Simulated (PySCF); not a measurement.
Compound: vinyl ether, C₄H₆O.
Z-matrix (Å and degrees, PBE0-D3(BJ)/def2-SVP geometry), rows numbered from 1:
```
C 
C   1  1.3313
O   2  1.3525  1  122.31
C   3  1.3525  2  119.03  1  -179.83
C   4  1.3312  3  122.31  2   178.79
H   1  1.0897  2  119.57  3   179.99
H   1  1.0916  2  121.18  3     0.02
H   2  1.0977  1  122.59  3  -179.96
H   4  1.0977  3  115.11  2    -1.31
H   5  1.0896  4  119.59  3   179.79
H   5  1.0917  4  121.17  3    -0.11
```

Computed with core-valence-separated Tamm–Dancoff BHandHLYP/aug-pcX-1 (pcseg-1 on H) in PySCF, non-relativistic, gas phase, PBE0-D3(BJ)/def2-SVP geometry. Absolute energies from this functional tend to lie a few eV below measured edges; no shift was applied.

Give energies, oscillator strengths and core holes at the O K edge.

```tsv
E (eV)	f	core hole on	main final orbital	polarisation
533.68	0.0225	O3	LUMO+4 (82 %)	out of plane
534.57	0.0000	O3	LUMO+3 (86 %)	–
535.38	0.0010	O3	spread	in plane
535.61	0.0056	O3	LUMO+1 (74 %)	in plane
535.93	0.0178	O3	spread	in plane
536.09	0.0045	O3	LUMO (79 %)	in plane
536.56	0.0001	O3	LUMO+6 (91 %)	–
```

The first line with a tenth or more of the strongest one's intensity is at 533.68 eV (f = 0.023), with the hole on O3 (ether oxygen), polarised out of plane. It is also the strongest listed.

List the carbon K-edge absorption lines.

```tsv
E (eV)	f	core hole on	main final orbital	polarisation
282.87	0.1093	C1/C5	LUMO+3 (2 roots, f summed)	out of plane
284.40	0.1400	C2/C4	LUMO+3 (2 roots, f summed)	out of plane
285.62	0.0216	C1/C5	LUMO (2 roots, f summed)	in plane
286.02	0.0394	C1/C5	LUMO+1 (2 roots, f summed)	in plane
286.98	0.0100	C1/C5	LUMO+6 (2 roots, f summed)	out of plane
287.05	0.0124	C1/C5	LUMO+7 (2 roots, f summed)	in plane
287.29	0.0059	C1/C5	LUMO+4 (2 roots, f summed)	out of plane
287.35	0.0636	C2/C4	LUMO+1 (2 roots, f summed)	in plane
287.40	0.0062	C1/C5	spread (2 roots, f summed)	in plane
```

The first line with a tenth or more of the strongest one's intensity is at 282.87 eV (f = 0.109, sum of 2), with the hole on C1/C5 (terminal =CH2 carbon), polarised out of plane: a 1s→π* resonance. The strongest listed is at 284.40 eV (f = 0.140, sum of 2; C2/C4, 1s→π*).

Roots within 0.03 eV whose holes lie on the same, on equivalent or on shared atoms are summed into one line, and the highest roots are left out, as the search may have cut off their partners. Final orbitals are the ground state's empty Kohn–Sham orbitals. A dash: too weak, shared between unlike atoms, or no plane or axis to refer to.

What is the summed oscillator strength of the listed O K lines, and their intensity-weighted mean energy?

Σf = 0.052 over 7 lines from 533.68 to 536.56 eV; the weighted mean is 534.91 eV. The strongest line holds 44 % of the sum.

The list ends where the root search ended, not at a threshold.

One conformer stands for the species.
